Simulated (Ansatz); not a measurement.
# SiH₂F₂ (singlet): from Hartree-Fock to the top rungs at a displaced geometry (v2), cc-pVDZ

An exercise on one series of results from a longer session: the logs are not shown, and one member is left open.

Program: Ansatz 0.2.0, Gaussian basis. Level of theory: cc-pVDZ, core rule «outside noble gas», up to 7 orbitals frozen. These are calculated values, not measurements.

The runs, in order: UHF; CCSD(T) on RHF; BCCD(T) on RHF; CISD; CCSDT(Q) on RHF; CASSCF and MRCISD+Q, 8 electrons in 8 orbitals; CASSCF and NEVPT2, 8 electrons in 8 orbitals.

12 further runs of the same task are left out: 6 that didn't finish, 6 set aside as unsound or not needed.

### The geometry

The geometry is a PBE0/def2-TZVP stationary point (not a proven minimum) with its atoms shifted at random (size 0.100 Å).

5 atoms, charge 0, spin multiplicity 1.

Atoms are counted from 1 here; the program's logs count them from 0.

Bond lengths: Si1–F2 1.590 Å, Si1–F3 1.577 Å, Si1–H4 1.515 Å, Si1–H5 1.621 Å. Angles: F2–Si1–F3 107.8°, F2–Si1–H4 116.0°, F2–Si1–H5 101.5°, F3–Si1–H4 111.5°, F3–Si1–H5 108.2°, H4–Si1–H5 111.2°.

The first run:

Input file in.yaml:

```yaml
crystal:
  periodic: [false, false, false]
  atoms:
    - {symbol: Si, position_ang: [0.072297, -0.489549, -0.003304]}
    - {symbol: F, position_ang: [-0.092577, 0.450978, -1.274543]}
    - {symbol: F, position_ang: [-0.015957, 0.418555, 1.282942]}
    - {symbol: H, position_ang: [1.308307, -1.364773, 0.018323]}
    - {symbol: H, position_ang: [-1.277062, -1.383906, -0.084560]}
basis:
  gaussian: {orbitals: cc-pVDZ}
magnetization: {spin_polarized: true, initial_magnetization: 0}
hamiltonian: {xc: hf}
output: {orbitals: {seedname: orbitals}}
```

On the command line:

```console
$ ansatz run in.yaml --threads 1 --pin off --events-out ev --progress --plain --max-ram 2393MiB
```

Among the steps run: UHF; CCSD(T) on RHF; BCCD(T) on RHF; CISD; CCSDT(Q) on RHF; CASSCF and MRCISD+Q, 8 electrons in 8 orbitals; CASSCF and NEVPT2, 8 electrons in 8 orbitals.

One table of the session follows, with a row left open; its other results are not shown here.

```
   method  from RCCSDT(Q) (meV)
      RHF              +13636.8
     RMP2                +746.2
     CISD                     ?
    RCCSD                +248.1
 RCCSD(T)                 +41.6
  BCCD(T)                 +35.6
   RCCSDT                 +27.4
RCCSDT(Q)                     0
```

Q: Estimate the row for CISD from the others.

The run gave: from RCCSDT(Q) (meV): +1504.3. In the column «from RCCSDT(Q) (meV)» it lies between RMP2 (+746.2) and RHF (+13636.8).

Not comparable, so not listed: CASSCF and NEVPT2, 8 electrons in 8 orbitals (they don't share determinant, frozen orbitals or solution with the rows shown, or repeat one).

Left out of the table: CASSCF frontier, MRCISD frontier, MRCISD+Q frontier (the active space lost an orbital or holds another state than full CI finds).

Limits of these values: Warnings in the runs' records: passed over end.
